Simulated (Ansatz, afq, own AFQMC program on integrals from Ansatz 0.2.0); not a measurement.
## AlO⁺, triplet: AFQMC among the cluster methods

```xyz
2

Al    0.0000    0.0000    0.0000
O     0.0000    0.0000    1.7329
```

Basis 6-31G. Only valence electrons are correlated. Integrals, coupled cluster, full CI and functionals: Ansatz 0.2.0; the random walks run on the same integrals in our own AFQMC program. The CISD trial takes its coefficients from CCSD amplitudes. Released means that phaseless walkers are propagated on without the constraint, phases kept. Free AFQMC starts from the CCSD state and is never constrained. Its projection time is finite, and what remains of the start isn't in its error. ± is one standard error of the sampling.

Determinant: UHF, the one that the program's search chose, which needn't be the lowest solution. The geometry is a point of a scan.

Full CI on the same integrals is exact in this basis and with this determinant's frozen core.

Cautions: lower spins were not checked.

```
T1 diagnostic                               : 0.0307
weight of the determinant in the CISD state : 0.928
⟨S²⟩ of the determinant                     : 2.028
size of the correlated space                : 8 electrons in 16 orbitals
```

```csv
level,correlation energy (eV)
MP2,-2.7811
CCSD,-3.1095
CCSD(T),-3.1974
```

**Question.** Estimate where phaseless AFQMC with the Hartree–Fock trial lies against CCSD(T) on the same integrals.

**Answer.** 0.19 ± 0.84 mEh above CCSD(T). The gap is under twice the noise, so this walk alone can't tell the two apart.

Reference: full CI, correlation energy -3.227 eV. The released energy is read at 2.40 1/Eh (meV from the phaseless value at times in 1/Eh: -6.0 ± 2.1 at 0.24, -6.7 ± 2.0 at 0.51, -9.7 ± 2.0 at 0.99, -13.5 ± 2.4 at 1.62, -14 ± 4 at 2.40).

```
         level  E − E(reference) (mEh)  share of correlation (%)
       CCSD(T)                    1.09                     99.08
         CCSDT                    0.27                     99.77
      CCSDT(Q)                   -0.15                    100.13
        CCSDTQ                   -0.02                    100.02
   ph-AFQMC/HF             1.28 ± 0.84                     98.92
 ph-AFQMC/CISD             0.70 ± 0.11                     99.41
released AFQMC             0.19 ± 0.13                     99.84
    free AFQMC             0.23 ± 0.13                     99.81
```

CCSDT and higher add their correlation energy to the determinant of the CCSD(T) run, since their own runs factorise the integrals more tightly (a shift of under 2 meV). Free projections are given only where their last times agree within the noise and don't stop above the reference; a slow remainder of the start can still hide under it. A walk keeps the symmetry of its determinant, which the program's search chose and which needn't be the lowest solution, so a lower state of the same spin and another symmetry isn't excluded. Released energies are given only where the last usable release times agree within the noise; a slower fall can still hide under it.
